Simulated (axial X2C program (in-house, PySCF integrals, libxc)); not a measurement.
## Bond lengths and stretching modes, held linear, of SPS⁺

Computed with an axial X2C code built on PySCF integrals: two-component X2C with atomic mean-field Coulomb and Gaunt terms, Gaussian nuclei, basis S dyall-av3z, P dyall-v3z with contracted cores. Spin-free rows use the one-electron spin-free X2C Hamiltonian.

Masses S 31.972, P 30.974, S 31.972 u. States: 2c Ω = 0 (all partner blocks equally filled); spin-free M_S = 0, Λ = 0 (closed shell).

HF, 2c: energies above the lowest point

```
r(S–P) (Å)  r(P–S) (Å)  E (meV)
    1.7979      1.7979     0.00
    1.7979      1.8440     5.92
    1.7979      1.8901    91.94
    1.8440      1.7979     5.92
    1.8440      1.8440    16.05
    1.8440      1.8901   106.48
    1.8440      1.9362   256.78
    1.8901      1.7979    91.94
    1.8901      1.8440   106.48
    1.8901      1.8901   201.60
    1.9362      1.8440   256.78
    1.9362      1.9362   517.56
```

**Question.** Fit a quadratic surface with cubic terms in each bond: where is the minimum, and what are the two stretching wavenumbers?

**Answer.** At HF, 2c: bonds 1.817 and 1.817 Å; harmonic stretches 624.3 and 1038.3 cm⁻¹; force constants 6.98, 6.98 and coupling 0.36 mdyn/Å.

The other levels and Hamiltonians give:

| Hamiltonian | level | r(S–P) (Å) | r(P–S) (Å) | lower stretch (cm⁻¹) | upper stretch (cm⁻¹) |
| --- | --- | --- | --- | --- | --- |
| 2c | PBE0 | 1.846 | 1.846 | 578.9 | 1005.1 |
| 2c | r2SCAN | 1.853 | 1.853 | 568.9 | 998.0 |
| 2c | MP2 | 1.864 | 1.864 | 555.7 | 1016.5 |
| spin-free | PBE0 | 1.846 | 1.846 | 579.1 | 1005.4 |
| spin-free | HF | 1.817 | 1.817 | 624.5 | 1038.6 |
| spin-free | r2SCAN | 1.853 | 1.853 | 569.0 | 998.3 |
| spin-free | MP2 | 1.864 | 1.864 | 555.8 | 1016.8 |

Each state is one determinant, the lowest of a limited PBE0 search; the stretches come from a fit to these few points and carry an uncertainty of a few per cent. Other orders of the atoms were not compared. MP2 freezes inner shells (threshold -2 hartree). The molecule was held linear; bending was not examined, so a bent shape may lie lower.
